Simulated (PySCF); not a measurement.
**SiH4⁺, doublet in 6-31G: errors against full CI**

All five atoms lie in one plane.

Geometry: a point of a stretch scan, not a stationary point.

```xyz
5

Si    0.0003    0.0193   -0.0194
H    -0.0109    1.1102    1.0644
H    -0.0261   -1.6793    1.6900
H     0.0171    1.1031   -1.1102
H     0.0115   -1.0716   -1.1032
```

Basis 6-31G; PySCF 2.14.0. Correlated methods freeze the noble-gas cores, which leaves 7 electrons in 16 orbitals. R marks a restricted (for open shells ROHF) determinant, U an unrestricted one.

Full CI is exact within this basis and frozen core; it isn't the basis-set limit. The frozen core follows each run's orbitals, which can shift R against U totals by a few meV.

* UHF ⟨S²⟩: 0.779
* T1 diagnostic (ROHF- or RHF-based CCSD): 0.0224
* largest doubles amplitude (ROHF- or RHF-based CCSD): 0.092
* T1 diagnostic (UCCSD): 0.0152

| level | E − E(RHF) (eV) |
| --- | --- |
| UHF | -0.0471 |
| RMP2 | -1.4218 |
| UMP2 | -1.4295 |
| RCCSD | -2.0949 |
| UCCSD | -2.0942 |
| RCCSD(T) | -2.1168 |
| UCCSD(T) | -2.1166 |

(1) Estimate how far full CI in 6-31G lies from RCCSD(T). The table doesn't fix it; the size of (T) and the diagnostics are the guide.

(1) Full CI in 6-31G lies 1.2 kJ/mol below RCCSD(T), which is 59 % of the (T) step (-2.1 kJ/mol). The diagnostics give no warning, yet the rest is a sizeable part of (T).

The other levels:

| level | E − E(full CI) (kJ/mol) | share of correlation (%) | wall time |
| --- | --- | --- | --- |
| RCCSDT | 0.1 | 99.93 | 2.2 s |
| UCCSDT | 0.1 | 99.93 | 2.1 s |

The correlation energy at full CI, counted from RHF, is -2.130 eV. The search over symmetries took 3.1 s on 1 thread of Intel Xeon, shared host; the state has 272,520 determinants.

Times are those of the correlated step on a shared host, with one SCF added for the restricted CCSD run; they ran on 1 thread of Intel Xeon.

The full-CI state has the irrep A1 of C2v, in the program's axes.

Natural occupations of full CI about the gap: 1.971 1.950 1.937 1.002 0.069 0.031 0.021 0.009 0.003 0.003; effectively unpaired electrons, Σ n²(2−n)², 1.05.
